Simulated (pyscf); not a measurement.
Single points on ωB97X-D3(BJ)/def2-SVP structures (PySCF, gas phase). Correlated levels are frozen-core, on RHF or UHF. ΔMP2 is the change of the MP2 total energy from the triple- to the quadruple-zeta basis.

Question: Estimate the classical barrier height and the reaction energy of `[OH2]` + `[O]=[Si]([OH])[F]` -> `[OH][Si]([OH])([OH])[F]` at CCSD(T)/def2-TZVPP + ΔMP2(QZVPP). The step runs on the singlet surface, breaks H–O and forms O–Si, H–O; take the separated reactants as zero.

Answer: ΔE‡ = -0.98 eV, ΔE = -3.34 eV. Zero-point energy shifts the barrier by +0.04 eV. It is an addition across a multiple bond or ene-type step, with an imaginary mode of 798i cm⁻¹. On the reactant side the descent ends in an adduct with a O–Si contact, 1.25 eV under the separated species and 0.16 eV under the saddle at ωB97X-D3(BJ)/def2-TZVP. At CCSD(T) the saddle lies under the separated reactants, which points to a path from their complex (located at ωB97X-D3(BJ) alone). What is counted as formed (O–Si) is already present as a longer contact in the reactant adduct; forming that adduct is a step of its own. At ωB97X-D3(BJ)/def2-TZVP the barrier from the zero used here is -1.09 eV. One saddle was located; it need not be the lowest between these sides. The CCSD(T) − MP2 part came from Ansatz, without density fitting, on the same reference.
